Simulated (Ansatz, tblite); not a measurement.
Spin states of Si₂H₂⁻ (the lowest doublet isomer of a short search), each relaxed with r2SCAN-D4/def2-TZVPD in Ansatz. Electronic energies in the gas phase.

The xTB rows come from tblite. B3LYP takes the VWN-RPA correlation. Correlated methods freeze 10 core orbitals. In CCSD on the charge -1 doublet the largest single amplitude is 0.24, so its Hartree–Fock determinant may place the open shell otherwise than the density functionals do. The structure comes from a short search, and lower isomers may exist.

Doublet geometry (C2h within 0.1 Å):

Cartesian coordinates in Å:
```
Si -1.037 -0.345 0.029
Si 1.037 0.345 -0.029
H -1.362 -0.693 1.483
H 1.363 0.693 -1.483
```

Quartet geometry (C2 within 0.1 Å):

```xyz
4

Si   -0.2057    0.2726    1.2206
Si   -0.3770   -0.7956   -0.9118
H    -0.4594    1.7671    0.9788
H     1.0421   -1.2441   -1.2877
```

⟨S²⟩: doublet 0.77 at PBE0-D4/def2-TZVPD (pure 0.75), quartet 3.77 at PBE0-D4/def2-TZVPD (pure 3.75).

Run but left out: HF/STO-3G, HF/def2-TZVPD, HF/def2-TZVPPD, MP2/def2-TZVPD, MP2/def2-TZVPPD (doublet: ⟨S²⟩ 1.29 to 1.49, where a pure state has 0.75).

Only these spin states were relaxed.

```json
{"level": "GFN2-xTB", "quartet − doublet (kcal/mol)": "41.2", "lowest of these": "doublet", "remarks": "–"}
{"level": "r2SCAN-D4/def2-TZVPD", "quartet − doublet (kcal/mol)": "23.9", "lowest of these": "doublet", "remarks": "HOMO above zero (doublet), HOMO above zero (quartet)"}
{"level": "B97M-V/def2-TZVPD", "quartet − doublet (kcal/mol)": "26.7", "lowest of these": "doublet", "remarks": "HOMO above zero (doublet), HOMO above zero (quartet)"}
{"level": "B3LYP-D4/def2-TZVPD", "quartet − doublet (kcal/mol)": "26.9", "lowest of these": "doublet", "remarks": "HOMO above zero (quartet)"}
{"level": "PBE0-D4/def2-TZVPD", "quartet − doublet (kcal/mol)": "24.1", "lowest of these": "doublet", "remarks": "HOMO above zero (quartet)"}
{"level": "CAM-B3LYP-D4/def2-TZVPD", "quartet − doublet (kcal/mol)": "24.6", "lowest of these": "doublet", "remarks": "–"}
{"level": "B2PLYP/def2-TZVPD", "quartet − doublet (kcal/mol)": "28.1", "lowest of these": "doublet", "remarks": "–"}
{"level": "CCSD(T)/def2-TZVPPD", "quartet − doublet (kcal/mol)": "26.7", "lowest of these": "doublet", "remarks": "large T1 (0.081) (doublet), spin-contaminated (⟨S²⟩ 1.29) (doublet)"}
```

The xTB methods have no term that favours high spin, so they put low spin too low.
